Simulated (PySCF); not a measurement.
C₂H₆O. Atoms are numbered in the order given.

```xyz
9

C     -1.2026     0.1412     0.2462
C      0.0688    -0.4315    -0.3570
O      1.2325     0.3079     0.0027
H     -2.0772    -0.4203    -0.0908
H     -1.3277     1.1856    -0.0433
H     -1.1760     0.0895     1.3383
H      0.1808    -1.4866    -0.0769
H      0.0264    -0.3871    -1.4462
H      1.3164     0.2972     0.9623
```
Charge 0, spin multiplicity 1.

Geometry optimised at B3LYP-D3(BJ)/def2-TZVP. One conformer was computed; it need not be the lowest.

Calculation: TDA-PBE/def2-SVPD (PySCF).

Vertical excitations. The molecule is in vacuum.

```csv
state,energy (eV),λ (nm),f,main pairs
S1,6.22,199,0.015,HOMO→LUMO 100 %
S2,7.09,175,0.015,HOMO→LUMO+1 98 %
S3,7.39,168,0.025,HOMO→LUMO+2 98 %
S4,7.68,161,0.019,HOMO−1→LUMO 98 %
S5,7.97,156,0.050,HOMO→LUMO+3 99 %
S6,8.53,145,0.018,HOMO−1→LUMO+1 99 %
S7,8.56,145,0.023,HOMO→LUMO+4 98 %
S8,8.87,140,0.033,"HOMO→LUMO+5 63 %, HOMO−1→LUMO+2 32 %"
S9,8.88,140,0.027,"HOMO−1→LUMO+2 66 %, HOMO→LUMO+5 25 %"
S10,8.92,139,0.024,HOMO−2→LUMO 94 %
T1,5.97,208,0,HOMO→LUMO 99 %
T2,6.87,181,0,HOMO→LUMO+1 99 %
T3,7.27,171,0,HOMO→LUMO+2 97 %
T4,7.42,167,0,HOMO−1→LUMO 97 %
```
Triplets are in the Tamm–Dancoff approximation.
